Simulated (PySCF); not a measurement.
C6H9 (charge +1).
Geometry (GFN2-xTB, Å), atoms numbered from 1 in this order:
```xyz
15
C6H9 angstrom
C     -2.247    0.057    0.676
C     -0.728    0.042    0.788
C     -0.093   -0.021   -0.606
C      1.333   -0.042   -0.627
C      2.553   -0.036    0.054
C      2.552   -0.083   -1.307
H     -2.610   -0.842    0.185
H     -2.587    0.922    0.113
H     -2.691    0.103    1.666
H     -0.413   -0.822    1.373
H     -0.390    0.943    1.303
H     -0.454   -0.903   -1.158
H     -0.431    0.824   -1.226
H      3.103   -0.013    0.970
H      3.098   -0.121   -2.224
```

Jobs on this species (15 atoms, 44 electrons) with PySCF (density fitting). Hardware of each: AMD EPYC 7571, one thread, no GPU, shared host. The host was shared with other jobs, so the times are rough. Peak memory is the resident size of the whole Python process, interpreter and libraries included.

Question: Rank these jobs by wall time, shortest first.
A. PBE0/cc-pVDZ, IEF-PCM chloroform, start guess huckel; 6 singlets by full TDDFT, 5 Tamm–Dancoff triplets, polarisability; 129 basis functions
B. PBE0/6-311+G(2d,p), grid level 3; spin–spin couplings from 15 perturbed nuclei, spin–dipole term left out; 216 basis functions
C. LDA/6-31G*; spin–spin couplings from 15 perturbed nuclei, spin–dipole term left out; 102 basis functions

Answer: C (21 s), A (37 s), B (71 s).

All jobs:

```json
{"level and settings": "LDA/6-31G*", "work": "spin–spin couplings from 15 perturbed nuclei, spin–dipole term left out", "basis functions": "102", "SCF cycles": "14", "wall time": "21 s", "peak memory": "0.35 GiB"}
{"level and settings": "PBE0/cc-pVDZ, IEF-PCM chloroform, start guess huckel", "work": "6 singlets by full TDDFT, 5 Tamm–Dancoff triplets, polarisability", "basis functions": "129", "SCF cycles": "11", "wall time": "37 s", "peak memory": "0.72 GiB"}
{"level and settings": "PBE0/6-311+G(2d,p), grid level 3", "work": "spin–spin couplings from 15 perturbed nuclei, spin–dipole term left out", "basis functions": "216", "SCF cycles": "13", "wall time": "71 s", "peak memory": "0.84 GiB"}
```

Q: What do all jobs in the table cost together?

A: About 2.1 min; the longest takes about 55 % of that, and about 3.4 times as long as the shortest.
